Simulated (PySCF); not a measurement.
B3LYP has the VWN-RPA correlation part, as in Gaussian. 

Z-matrix (Å, degrees):
```
C
H 1 1.1091
O 1 1.4105 2 107.53
H 3 0.9735 1 107.34 2 -180.00
H 1 1.1183 2 107.02 3 -122.52
H 1 1.1183 2 107.02 5 -114.96
```
Charge 0, spin multiplicity 1.

Q: What LUMO, dipole moment, HOMO, total energy and HOMO–LUMO gap does B3LYP-D3(BJ)/def2-TZVP // PBE-D3(BJ)/def2-SVP run with PySCF 2.14.0 give?

A: 
```
Property              Value
-------------  ------------
LUMO                0.63 eV
dipole moment        1.68 D
HOMO               -7.67 eV
total energy   -115.7777 Ha
HOMO–LUMO gap       8.30 eV
```
